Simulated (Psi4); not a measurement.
# C2H3B− (SMILES [BH2-]C#C) at UB2PLYP/def2-TZVPD (density fitting, density fitting for correlation, sweep point 6)

Aim: the vertical ionisation energy of C2H3B− at UB2PLYP/def2-TZVPD (density fitting, density fitting for correlation, sweep point 6), from 2 runs. The job is set up through a Python script.

Program for the calculation: Psi4 1.11.

4 further runs of the same task are left out: 4 set aside as unsound or not needed.

## Step 1: The molecule

C2H3B− has 6 atoms, charge -1, and is taken as a doublet. SMILES: `[BH2-]C#C`. The shape is that of a GFN2-xTB optimisation.

Bond lengths: B1–C2 1.464 Å, C2–C3 1.247 Å, B1–H4 1.219 Å, B1–H5 1.219 Å, C3–H6 1.080 Å. Angles: B1–C2–C3 169.0°, C2–B1–H4 121.8°, C2–B1–H5 121.8°, C2–C3–H6 143.4°, H4–B1–H5 116.4°.

## Step 2: A single-point energy at UB2PLYP/def2-TZVPD (density fitting, density fitting for correlation, sweep point 6)

The input, calc.py:

```python
import psi4

psi4.set_memory(1600000000)
psi4.set_num_threads(1)
psi4.set_output_file('c2h3b.out', False)

molecule = psi4.geometry("""
-1 2
B     -1.49654971     0.92759097    -1.06365125
C      0.52706351    -0.32301089     0.34948595
C      2.48995983    -1.33397657     1.17525847
H     -3.07280806    -0.27058988    -2.24178210
H     -1.75691617     3.21601151    -1.04292095
H      3.30925059    -2.21604403     2.82362878
units au
symmetry c1
""")

options = {'basis': 'def2-TZVPD', 'reference': 'uks', 'puream': True, 'scf_type': 'df', 'num_frozen_docc': 3, 'dft_radial_points': 99, 'dft_spherical_points': 590, 'maxiter': 150}
psi4.set_options(options)

result, w = psi4.energy('b2plyp', return_wfn=True)
print(f'total energy {result:.8f} hartree = {result * 27.211386:.5f} eV')
```

Launch:

```bash
$ python calc.py
```

c2h3b.out:

```text
[...]
  Running in c1 symmetry.
[...]
  Nuclear repulsion =   46.447729660170218
[...]
  Multiplicity = 2
[...]
  Nalpha       = 11
  Nbeta        = 10
[...]
    Number of basis functions: 138
[...]
   @DF-UKS iter   1:  -102.30214536316436   -7.50708e-01   4.81753e-03 ADIIS/DIIS
[...]
   @DF-UKS iter  11:  -102.58691681606464   -8.33120e-07   8.93290e-07 DIIS
[...]
   @S^2 Observed:                7.874404757E-01
[...]
    Orbital Energies [Eh]
    ---------------------
    Alpha Occupied:
       1A    -10.399047     2A    -10.392578     3A     -6.854472
       4A     -0.646653     5A     -0.447600     6A     -0.357451
       7A     -0.236093     8A     -0.198349     9A     -0.157275
      10A     -0.101264    11A      0.012476
    Alpha Virtual:
      12A      0.153416    13A      0.185586    14A      0.220425
      15A      0.237627    16A      0.248200    17A      0.266924
      18A      0.275869    19A      0.278375    20A      0.281989
      21A      0.290425    22A      0.292263    23A      0.317565
      24A      0.328987    25A      0.378463    26A      0.390709
[...]
  @DF-UKS Final Energy:  -102.58691681606464
   => Energetics <=
    Nuclear Repulsion Energy =             46.4477296601702179
    One-Electron Energy =                -233.0380436634998205
    Two-Electron Energy =                  91.7346432955804687
    DFT Exchange-Correlation Energy =      -7.7312461083154957
    Empirical Dispersion Energy =           0.0000000000000000
    VV10 Nonlocal Energy =                  0.0000000000000000
    Total Energy =                       -102.5869168160646439
[...]
 Multipole Moments:
 ------------------------------------------------------------------------------------
     Multipole            Electronic (a.u.)      Nuclear  (a.u.)        Total (a.u.)
 ------------------------------------------------------------------------------------
 L = 1.  Multiply by 2.5417464519 to convert [e a0] to [Debye]
 Dipole X            :          1.0508656           -0.4696363            0.5812294
 Dipole Y            :         -0.5552825            0.1248444           -0.4304380
 Dipole Z            :          0.4630128            0.1497082            0.6127210
 Magnitude           :                                                    0.9479090
[...]
```

Standard output:

```text
total energy -102.72678060 hartree = -2795.33808 eV
```

Wall time 24 s (1 thread of Intel Xeon 6975P-C (Granite Rapids), shared host); peak memory 0.88 GiB.

## Step 3: Singlet neutral C2H3B

The input, calc.py:

```python
import psi4

psi4.set_memory('1600 MB')
psi4.set_num_threads(1)
psi4.core.set_output_file('run.log', False)

m = psi4.geometry("""
B     -1.49654971     0.92759097    -1.06365125
C      0.52706351    -0.32301089     0.34948595
C      2.48995983    -1.33397657     1.17525847
H     -3.07280806    -0.27058988    -2.24178210
H     -1.75691617     3.21601151    -1.04292095
H      3.30925059    -2.21604403     2.82362878
units au
symmetry c1
""")

psi4.set_options(dict(basis='def2-TZVPD', puream=True, scf_type='df', num_frozen_docc=3, dft_radial_points=99, dft_spherical_points=590))

e = psi4.energy("B2PLYP")
print(f'total energy {e:.8f} hartree = {e * 27.211386:.5f} eV')
for k, v in sorted(psi4.core.scalar_variables().items()):
    print(f'{k:45s} {v:18.10f}')
```

Launch:

```bash
$ python calc.py
```

run.log:

```text
[...]
  Running in c1 symmetry.
[...]
  Nuclear repulsion =   46.447729660170218
[...]
  Multiplicity = 1
[...]
  Nalpha       = 10
  Nbeta        = 10
[...]
    Number of basis functions: 138
[...]
   @DF-RKS iter   1:  -102.43077816750777   -8.79341e-01   3.58267e-03 ADIIS/DIIS
[...]
   @DF-RKS iter   8:  -102.56452081909870   -6.45142e-08   4.35995e-07 DIIS
[...]
    Orbital Energies [Eh]
    ---------------------
    Doubly Occupied:
       1A    -10.650420     2A    -10.628077     3A     -7.130261
       4A     -0.878295     5A     -0.679978     6A     -0.585805
       7A     -0.475889     8A     -0.435444     9A     -0.361185
      10A     -0.328381
[...]
  @DF-RKS Final Energy:  -102.56452081909870
   => Energetics <=
    Nuclear Repulsion Energy =             46.4477296601702179
    One-Electron Energy =                -228.2300976799908483
    Two-Electron Energy =                  86.8315891232130497
    DFT Exchange-Correlation Energy =      -7.6137419224911103
    Empirical Dispersion Energy =           0.0000000000000000
    VV10 Nonlocal Energy =                  0.0000000000000000
    Total Energy =                       -102.5645208190987034
[...]
 Multipole Moments:
 ------------------------------------------------------------------------------------
     Multipole            Electronic (a.u.)      Nuclear  (a.u.)        Total (a.u.)
 ------------------------------------------------------------------------------------
 L = 1.  Multiply by 2.5417464519 to convert [e a0] to [Debye]
 Dipole X            :          0.6111650           -0.4696363            0.1415288
 Dipole Y            :         -0.2702281            0.1248444           -0.1453837
 Dipole Z            :          0.1143798            0.1497082            0.2640880
 Magnitude           :                                                    0.3330305
[...]
```

On the terminal:

```text
total energy -102.70116560 hartree = -2794.64106 eV
B2PLYP DOUBLE-HYBRID CORRECTION ENERGY             -0.1366447831
B2PLYP TOTAL ENERGY                              -102.7011656022
CURRENT ENERGY                                   -102.7011656022
CURRENT REFERENCE ENERGY                         -102.5645208191
DD SOLVATION ENERGY                                 0.0000000000
DFT FUNCTIONAL TOTAL ENERGY                      -102.5645208191
DFT TOTAL ENERGY                                 -102.7011656022
DFT VV10 ENERGY                                     0.0000000000
DFT XC ENERGY                                      -7.6137419225
DOUBLE-HYBRID CORRECTION ENERGY                    -0.1366447831
GRID ELECTRONS ALPHA                               10.0000000191
GRID ELECTRONS BETA                                10.0000000191
GRID ELECTRONS TOTAL                               20.0000000383
NUCLEAR REPULSION ENERGY                           46.4477296602
ONE-ELECTRON ENERGY                              -228.2300976800
PCM POLARIZATION ENERGY                             0.0000000000
PE ENERGY                                           0.0000000000
SCF ITERATION ENERGY                             -102.5645208191
SCF ITERATIONS                                      8.0000000000
SCF TOTAL ENERGY                                 -102.5645208191
TWO-ELECTRON ENERGY                                86.8315891232
XC GRID RADIAL POINTS                              99.0000000000
XC GRID SPHERICAL POINTS                          590.0000000000
XC GRID TOTAL POINTS                           339027.0000000000
```

It took 13 s on 1 thread of Intel Xeon 6975P-C (Granite Rapids), shared host; peak memory 0.87 GiB.

## Step 4: Summary of results

At UB2PLYP/def2-TZVPD (density fitting, density fitting for correlation, sweep point 6), 3 core orbitals frozen:

| quantity | value |
| --- | --- |
| doublet C2H3B−: total energy | -102.72678 Eh |
| doublet C2H3B−: HOMO energy (SCF part's orbitals) (highest over α and β) | 0.34 eV |
| doublet C2H3B−: LUMO energy (SCF part's orbitals) (lowest over α and β) | 4.17 eV |
| doublet C2H3B−: ⟨S²⟩ | 0.787 |
| singlet neutral C2H3B: total energy | -102.70117 Eh |
| singlet neutral C2H3B: HOMO energy (SCF part's orbitals) | -8.94 eV |
| singlet neutral C2H3B: LUMO energy (SCF part's orbitals) | -1.55 eV |
| singlet neutral C2H3B: HOMO–LUMO gap (SCF part's orbitals) | 7.39 eV |
| vertical detachment energy (to the singlet neutral) | 0.697 eV |

What this shows: Removing an electron at fixed nuclei costs 0.70 eV (67.3 kJ/mol). Only the singlet of the ionised species was computed; a triplet could lie lower. The HOMO (doublet C2H3B−) lies at positive energy, 0.34 eV; only total energies tell whether the electron is bound.
